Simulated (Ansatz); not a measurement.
`CC(O)CO` from Hartree–Fock to CCSD(T)

```xyz
13

C     1.146    0.808    0.054
C    -0.357    0.616   -0.057
O    -0.784    0.687   -1.401
C    -0.830   -0.692    0.558
O    -0.379   -1.808   -0.191
H     1.435    1.751   -0.412
H     1.471    0.823    1.098
H     1.685    0.010   -0.467
H    -0.861    1.434    0.469
H    -0.637   -0.189   -1.776
H    -1.921   -0.731    0.520
H    -0.520   -0.762    1.608
H     0.552   -1.946   -0.004
```

The species carries charge 0 and has multiplicity 1. All single points use the PBE0-D4/def2-TZVP geometry. It is one conformer, not always the lowest. Frozen core, restricted reference, the Gaussian-basis code of Ansatz. CBS rows extrapolate triple and quadruple zeta; past MP2 they add the triple-zeta difference.

| basis | HF (Eh) | MP2 corr. | CCSD corr. | (T) | CCSD(T) total |
| --- | --- | --- | --- | --- | --- |
| def2-TZVPP | -268.08897 | -1.00777 | -1.04456 | -0.03899 | -269.17252 |
| def2-QZVPP | -268.10168 | -1.08045 | – | – | – |
| CBS(def2) | -268.10343 | -1.13428 | -1.17107 | as TZ | -269.31349 |
